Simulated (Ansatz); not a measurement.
Geometry optimisation, RKS B3LYP-D4/def2-SVP in Ansatz.

The input (input.yaml):

```yaml
crystal:
  periodic: [false, false, false]
  atoms:
    - { symbol: B, position_ang: [-0.056333, 0.258457, 0.11482] }
    - { symbol: Cl, position_ang: [-0.039695, 0.647079, 1.891713] }
    - { symbol: H, position_ang: [0.980461, 0.011044, -0.430238] }
    - { symbol: Cl, position_ang: [-1.538732, 0.368226, -0.787759] }
    - { symbol: H, position_ang: [-0.195549, -2.097452, 0.536557] }
    - { symbol: H, position_ang: [-0.091152, -1.836153, 1.196207] }
basis:
  gaussian: { orbitals: def2-SVP }
hamiltonian:
  xc: b3lyp
  dispersion: d4
relax:
  f_tol: 0.03
  max_steps: 50
```

Run as:

```bash
$ ansatz run input.yaml --threads 1 --pin off --max-ram 2048MiB --backend cpu --events-out ev --progress --plain --runs-dir out
```

Problem. Where does it end, and by what steps?

Solution. The forces met the threshold. After 7 steps the energy has fallen by 0.215 eV; H6 moved furthest, 0.54 Å.

```
step  energy less start (eV)  largest force component (eV/Å)  accepted
   0                  0.0000                           1.567       yes
   1                 -0.1531                           0.857       yes
   2                 -0.1914                           0.522       yes
   3                 -0.2075                           0.342       yes
   4                 -0.2101                           0.255       yes
   5                 -0.2113                           0.318       yes
   6                 -0.2129                           0.189       yes
   7                 -0.2150                           0.004       yes
```

```xyz
6
Properties=species:S:1:pos:R:3
B -0.030 0.550 0.106
Cl -0.029 1.002 1.794
H 1.004 0.289 -0.438
Cl -1.523 0.483 -0.798
H -0.314 -2.607 0.594
H -0.050 -2.366 1.264
```

Whether the end is a true minimum wasn't checked by a vibrational analysis.

Run time: 16 s on 1 thread of Arm Neoverse V1 (shared host), peak memory 0.12 GiB.
